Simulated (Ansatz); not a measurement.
Ansatz (a first-principles code) input (MP2/6-31G*):

Ansatz 0.2 input:
```yaml
crystal:
  periodic: [false, false, false]
  atoms:
    - {symbol: C, position_ang: [-0.00517534, -0.10696577, 0.84074838]}
    - {symbol: C, position_ang: [-0.01360476, -0.69854769, -0.52112947]}
    - {symbol: C, position_ang: [0.01459619, 0.56938060, -0.61931483]}
    - {symbol: H, position_ang: [0.91046776, -0.08734705, 1.42564298]}
    - {symbol: H, position_ang: [-0.92297864, -0.04704489, 1.41948447]}
    - {symbol: H, position_ang: [0.03761437, 1.55118910, -1.04695191]}
basis:
  gaussian:
    orbitals: 6-31G*
magnetization: {spin_polarized: true, initial_magnetization: 1}
correlation: {method: mp2, electrons: outside_noble_gas}
relax: {f_tol: 0.003, max_steps: 120}
```

From the output:

```
594 factors; integrals over basis functions are off by at most 3.9e-4 eV
mean field: 0.12 GiB planned
mean field -3134.02919258 eV, -115.1734485059 hartree, gradient 2.6e-6 eV, S^2 0.872439; 0 other end points of the search recorded, 0 dependent functions left out
3 core orbitals not correlated
reference -3134.02919258 eV, -115.1734485059 hartree; 8, 7 occupied and 40, 41 virtual orbitals, 594 factors
densities: 0.09 GiB planned
second order -9.65373695 eV of doubles, -0.00000000 eV of singles
the calculation of the forces begins
mean field evaluation 128: about -3134.0292 eV, gradient 2.6e-6 eV
relax step   9: F+E_penalty+E_count = -3143.68292953 eV  Δ(F+E_penalty+E_count) = -6.892e-7 eV  max|allowed force component| = 1.110e-3 eV/Å  Δτ_max = 0.0002 Å  (54 SCF iters, accepted)
these checks for a lower state are left out or cut short: cluster_reference
integrals: 0.01 GiB planned
594 factors; integrals over basis functions are off by at most 3.9e-4 eV
mean field: 0.12 GiB planned
mean field -3134.02919258 eV, -115.1734485059 hartree, gradient 2.6e-6 eV, S^2 0.872439; 3 other end points of the search recorded, 0 dependent functions left out
3 core orbitals not correlated
reference -3134.02919258 eV, -115.1734485059 hartree; 8, 7 occupied and 40, 41 virtual orbitals, 594 factors
densities: 0.09 GiB planned
second order -9.65373695 eV of doubles, -0.00000000 eV of singles
the calculation of the forces begins
mean field evaluation 160: about -3133.9676 eV, gradient 2.8e-1 eV
Total energy: -3143.68292953 eV, -115.5282167953 hartree
Atom 0 at    -0.005101    -0.103949     0.838492 Å, force    -0.000001    -0.000092    -0.000220 eV/Å
Atom 1 at    -0.013502    -0.695194    -0.529608 Å, force     0.000012     0.000604     0.000289 eV/Å
Atom 2 at     0.014326     0.555546    -0.629597 Å, force    -0.000025    -0.001110     0.000181 eV/Å
Atom 3 at     0.910509    -0.083401     1.429163 Å, force    -0.000080    -0.000053     0.000038 eV/Å
Atom 4 at    -0.922870    -0.043099     1.423003 Å, force     0.000077    -0.000057     0.000038 eV/Å
Atom 5 at     0.037558     1.550760    -1.032973 Å, force     0.000017     0.000709    -0.000326 eV/Å
Dipole moment:     0.007341     0.358832     0.162762 e Å
Checks for a lower state left out: cluster_reference
```

The geometry given is a B3LYP-D3(BJ)/def2-TZVP minimum.

The determinant is spin-contaminated: <S^2> is 0.87 against 0.75 for a pure state.
